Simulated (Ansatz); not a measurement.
## Relaxing Ta

These are results of DFT r2SCAN, scalar-relativistic, plane waves, PAW (Ansatz), not measurements. Cutoff 500 eV, Γ-centred k mesh, Gaussian smearing, no spin polarisation in the final step.

The start puts Ta on the graphite structure type (P6_3/mmc, No. 194), at a guessed volume.

```yaml
crystal:
  lattice:
    - [3.23321, 0.00000, 0.00000]
    - [-1.61660, 2.80004, 0.00000]
    - [0.00000, 0.00000, 8.80589]
  atoms:
    - { symbol: Ta, position: [0.00000, 0.00000, 0.25000] }
    - { symbol: Ta, position: [0.00000, 0.00000, 0.75000] }
    - { symbol: Ta, position: [0.33333, 0.66667, 0.75000] }
    - { symbol: Ta, position: [0.66667, 0.33333, 0.25000] }
```

Cell and atoms relax at zero pressure; the relaxation can't lower the symmetry of the start. After a coarse first stage the cell is made exact in the group found at 0.06 Å.

Energies count from the standard state of Ta at the same level.

Task: Which crystal results?

Result: It keeps P6_3/mmc (No. 194), but not the shape of the type it started on. Conventional cell: a = 4.595 Å, c = 4.831 Å. Around Ta on Wyckoff site b (2 atoms of the primitive cell) lie 2 Ta at 2.42 Å and 3 Ta at 2.65 Å; Ta on Wyckoff site d (2 atoms of the primitive cell) is coordinated by 3 Ta at 2.65 Å.

```
Ta
1.0
     4.59528    0.00000    0.00000
    -2.29764    3.97963    0.00000
     0.00000    0.00000    4.83099
Ta
4
Cartesian
  0.0000 0.0000 1.2077
  0.0000 0.0000 3.6232
  0.0000 2.6531 3.6232
  2.2976 1.3265 1.2077
```

Task: What are its volume, energy, density and gap?

Result: The volume per atom is 22.09 Å³. The density is 13.60 g/cm³. The energy over the standard structure is 1.75 eV/atom and the gap on the 12×12×10 mesh is 0 eV (a metal).

The final run used a 12×12×10 mesh on its 4-atom cell and 0.10 eV smearing. The k mesh leaves about 4 meV/atom of noise in metals. Spin–orbit coupling is left out. A structure relaxed within its symmetry needn't be a true minimum.